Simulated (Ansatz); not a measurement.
fcc Ta (model structure)

The numbers are results of r²SCAN-D4 in Ansatz (plane waves, PAW), not measurements.

Settings: plane-wave cutoff 500 eV, 30×30×30 k mesh, Fermi–Dirac smearing 0.1 eV, scalar-relativistic PAW data made under PBE.

Cell (relaxed at this level):

```cif
data_Ta
_chemical_formula_sum 'Ta1'
_space_group_name_H-M_alt 'P 1'
_space_group_IT_number 1
_cell_length_a 2.97233
_cell_length_b 2.97233
_cell_length_c 2.97233
_cell_angle_alpha 60.000
_cell_angle_beta 60.000
_cell_angle_gamma 60.000
loop_
_space_group_symop_operation_xyz
  'x, y, z'
loop_
_atom_site_label
_atom_site_type_symbol
_atom_site_fract_x
_atom_site_fract_y
_atom_site_fract_z
_atom_site_occupancy
Ta1 Ta 0.00000 0.00000 0.00000 1
```

```yaml
band_gap: none
```

Note: the relaxation could raise the start's symmetry but not lower it, so the cell can be a saddle point.

Spin–orbit coupling is not included.

A model structure was made by putting elements into a prototype or built by hand; it is no filed structure, need not be a known phase, and can be a saddle point held by its symmetry.

Ansatz is a first-principles code.
